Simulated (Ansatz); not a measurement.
# CH₅FSi (SMILES FC[SiH3]): functionals against CCSD(T) at one geometry

One table from this session's results is given with a row withheld; the runs are named, their logs left out.

Method: single points in def2-TZVPP; program: Ansatz 0.2.0, Gaussian basis.

Correlated methods freeze the cores. B3LYP uses VWN-RPA correlation.

## Where the work starts

SMILES `FC[SiH3]`, 8 atoms, charge 0, spin multiplicity 1.

Atoms are counted from 1 here; the program's logs count them from 0.

Bond lengths: F1–C2 1.449 Å, C2–Si3 1.913 Å, C2–H4 0.994 Å, C2–H5 1.027 Å, Si3–H6 1.421 Å, Si3–H7 1.481 Å, Si3–H8 1.486 Å. Angles: F1–C2–Si3 108.1°, F1–C2–H4 92.1°, F1–C2–H5 106.5°, Si3–C2–H4 119.7°, Si3–C2–H5 110.4°, H4–C2–H5 117.1°, C2–Si3–H6 96.2°, C2–Si3–H7 108.9°, C2–Si3–H8 107.7°, H6–Si3–H7 108.8°, H6–Si3–H8 119.3°, H7–Si3–H8 114.2°.

Coordinates:

```
atom    x (Å)    y (Å)    z (Å)
  F1  -0.7879  -0.5236  -1.6931
  C2  -0.5027   0.4443  -0.6533
 Si3   0.5070  -0.4315   0.7146
  H4  -1.4683   0.6294  -0.5100
  H5   0.0563   1.1863  -1.0917
  H6   0.6111   0.6958   1.5728
  H7   1.8524  -0.7530   0.1848
  H8  -0.2700  -1.6167   1.1627
```

Set-up of the first run:

Contents of run/in.yaml:

```yaml
crystal:
  periodic: [false, false, false]
  atoms:
    - {symbol: F, position_ang: [-0.787900, -0.523600, -1.693100]}
    - {symbol: C, position_ang: [-0.502700, 0.444300, -0.653300]}
    - {symbol: Si, position_ang: [0.507000, -0.431500, 0.714600]}
    - {symbol: H, position_ang: [-1.468300, 0.629400, -0.510000]}
    - {symbol: H, position_ang: [0.056300, 1.186300, -1.091700]}
    - {symbol: H, position_ang: [0.611100, 0.695800, 1.572800]}
    - {symbol: H, position_ang: [1.852400, -0.753000, 0.184800]}
    - {symbol: H, position_ang: [-0.270000, -1.616700, 1.162700]}
basis:
  gaussian: {orbitals: def2-TZVPP}
correlation: {method: ccsd_t}
output: {forces: true}
```

No record of the launch command was kept for these runs.

Steps of the session up to this table: CCSD(T)/def2-TZVPP; PBE0-D4/def2-TZVPP; wB97M-V/def2-TZVPP; r2SCAN-D4/def2-TZVPP; PBE-D4/def2-TZVPP; r2SCANh-D4/def2-TZVPP; B3LYP-D4/def2-TZVPP.

One of the session's tables, all rows but one given; the rest of the session is left out.

| method | RMS force component (eV/Å) | angle to CCSD(T) forces (°) | dipole (D) |
| --- | --- | --- | --- |
| CCSD(T) | 1.548 | reference | 1.93 |
| PBE0-D4 | 1.589 | 2.9 | 1.88 |
| wB97M-V | 1.537 | 1.6 | 1.93 |
| r2SCAN-D4 | 1.540 | 2.6 | 1.83 |
| PBE-D4 | ? | ? | ? |
| r2SCANh-D4 | 1.544 | 1.6 | 1.87 |
| B3LYP-D4 | 1.511 | 2.1 | 1.92 |

Estimate the missing values for PBE-D4.

**Answer.** RMS force component (eV/Å): 1.590; angle to CCSD(T) forces (°): 5.7; dipole (D): 1.73. In the column «RMS force component (eV/Å)» it is the highest.
